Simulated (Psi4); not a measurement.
**BP86/cc-pVTZ (sweep point 7) run of SiH2 (SMILES [SiH2])**

Aim: the vertical electron affinity of SiH2 at BP86/cc-pVTZ (sweep point 7), from 2 runs. 

The calculation is run with Psi4 1.11.

4 further runs of the same task are left out: 4 set aside as unsound or not needed.

### Step 1. The molecule

SiH2: 3 atoms, total charge 0, spin state singlet. SMILES: `[SiH2]`. The shape is that of a PBE0-D4/def2-TZVP optimisation.

Bond lengths: Si1–H2 1.525 Å, Si1–H3 1.525 Å. Angles: H2–Si1–H3 91.2°.

### Step 2. A single-point energy at BP86/cc-pVTZ (sweep point 7)

Contents of input.dat:

```
memory 1.6 GB

molecule geom {
  0 1
  Si    -0.491200     0.468600    -0.213600
  H      0.840300     0.578600     0.522500
  H     -0.349100    -1.047200    -0.308900
  units angstrom
  symmetry c1
}

set {
  basis cc-pVTZ
  reference rks
  puream true
  scf_type pk
  dft_radial_points 150
  dft_spherical_points 974
}

energy("bp86")
```

The run is started by

```console
$ psi4 -i input.dat -o output.dat -n 1
```

output.dat:

```text
[...]
  Running in c1 symmetry.
[...]
  Nuclear repulsion =    9.956246036569164
[...]
  Multiplicity = 1
[...]
  Nalpha       = 8
  Nbeta        = 8
[...]
    Number of basis functions: 62
[...]
   @RKS iter   1:  -290.59872991408696   -2.79350e-01   4.79809e-03 ADIIS/DIIS
[...]
   @RKS iter   7:  -290.64620012955845   -4.62791e-09   1.67224e-07 DIIS
[...]
    Orbital Energies [Eh]
    ---------------------
    Doubly Occupied:
       1A    -65.502184     2A     -5.085181     3A     -3.504531
       4A     -3.493499     5A     -3.490499     6A     -0.464461
       7A     -0.294815     8A     -0.218750
[...]
  @RKS Final Energy:  -290.64620012955845
   => Energetics <=
    Nuclear Repulsion Energy =              9.9562460365691638
    One-Electron Energy =                -421.7502196472440801
    Two-Electron Energy =                 142.7276635863418619
    DFT Exchange-Correlation Energy =     -21.5798901052254166
    Empirical Dispersion Energy =           0.0000000000000000
    VV10 Nonlocal Energy =                  0.0000000000000000
    Total Energy =                       -290.6462001295584514
[...]
 Multipole Moments:
 ------------------------------------------------------------------------------------
     Multipole            Electronic (a.u.)      Nuclear  (a.u.)        Total (a.u.)
 ------------------------------------------------------------------------------------
 L = 1.  Multiply by 2.5417464519 to convert [e a0] to [Debye]
 Dipole X            :         -1.3533797            1.3986185            0.0452388
 Dipole Y            :          1.1945215           -1.2344223           -0.0399008
 Dipole Z            :         -0.0000000            0.0000000           -0.0000000
 Magnitude           :                                                    0.0603210
[...]
```

Wall time 21 s (1 thread of Intel Xeon at 2.50GHz (Skylake/Cascade Lake), shared host); peak memory 1.2 GiB.

### Step 3. The doublet anion

Contents of job.dat:

```
memory 1600 MB

molecule m {
  -1 2
  Si    -0.491200     0.468600    -0.213600
  H      0.840300     0.578600     0.522500
  H     -0.349100    -1.047200    -0.308900
  units angstrom
  symmetry c1
}

set basis cc-pVTZ
set reference uks
set puream true
set scf_type pk
set dft_radial_points 150
set dft_spherical_points 974
set maxiter 150

energy_value, wavefunction = energy("bp86", return_wfn=True)
print_variables()
```

The run is started by

```console
$ psi4 -n 1 job.dat job.out
```

job.out:

```text
[...]
  Running in c1 symmetry.
[...]
  Nuclear repulsion =    9.956246036569164
[...]
  Multiplicity = 2
[...]
  Nalpha       = 9
  Nbeta        = 8
[...]
    Number of basis functions: 62
[...]
   @UKS iter   1:  -290.53525291823945   -2.15873e-01   7.29640e-03 ADIIS/DIIS
[...]
   @UKS iter   7:  -290.68619939128439   -9.26744e-08   5.95974e-07 DIIS
[...]
   @S^2 Observed:                7.553325390E-01
[...]
    Orbital Energies [Eh]
    ---------------------
    Alpha Occupied:
       1A    -65.208531     2A     -4.795250     3A     -3.209755
       4A     -3.205912     5A     -3.203276     6A     -0.212190
       7A     -0.053100     8A      0.024233     9A      0.074983
    Alpha Virtual:
      10A      0.216732    11A      0.239183    12A      0.338645
      13A      0.370217    14A      0.393324    15A      0.397544
      16A      0.398619    17A      0.420583    18A      0.428470
      19A      0.484187    20A      0.528828    21A      0.621237
      22A      0.690458    23A      0.916282    24A      0.955599
      25A      0.971024    26A      1.008264    27A      1.106757
[...]
  @UKS Final Energy:  -290.68619939128439
   => Energetics <=
    Nuclear Repulsion Energy =              9.9562460365691638
    One-Electron Energy =                -426.1758139524091007
    Two-Electron Energy =                 147.3325179509477039
    DFT Exchange-Correlation Energy =     -21.7991494263921552
    Empirical Dispersion Energy =           0.0000000000000000
    VV10 Nonlocal Energy =                  0.0000000000000000
    Total Energy =                       -290.6861993912843900
[...]
 Multipole Moments:
 ------------------------------------------------------------------------------------
     Multipole            Electronic (a.u.)      Nuclear  (a.u.)        Total (a.u.)
 ------------------------------------------------------------------------------------
 L = 1.  Multiply by 2.5417464519 to convert [e a0] to [Debye]
 Dipole X            :         -1.4249125            1.3986185           -0.0262940
 Dipole Y            :          1.2576725           -1.2344223            0.0232502
 Dipole Z            :         -0.0000000            0.0000000           -0.0000000
 Magnitude           :                                                    0.0350991
[...]
```

It took 26 s on 1 thread of Intel Xeon at 2.50GHz (Skylake/Cascade Lake), shared host; peak memory 1.2 GiB.

### Step 4. Results

At BP86/cc-pVTZ (sweep point 7):

| quantity | value |
| --- | --- |
| singlet SiH2: total energy | -290.64620 Eh |
| singlet SiH2: dipole moment | 0.15 D |
| singlet SiH2: HOMO energy | -5.95 eV |
| singlet SiH2: LUMO energy | -4.12 eV |
| singlet SiH2: HOMO–LUMO gap | 1.84 eV |
| doublet anion: total energy | -290.68620 Eh |
| doublet anion: HOMO energy (highest over α and β) | 2.04 eV |
| doublet anion: LUMO energy (lowest over α and β) | 3.42 eV |
| doublet anion: ⟨S²⟩ | 0.755 |
| vertical electron affinity (to the doublet anion) | 1.088 eV |

In words: At fixed nuclei the extra electron is bound by 1.09 eV (25 kcal/mol). The basis has no diffuse functions, so the error can be as large as this value. The HOMO (doublet anion) lies at positive energy, 2.04 eV, as semi-local functionals often give for anions; only total energies tell whether the electron is bound.
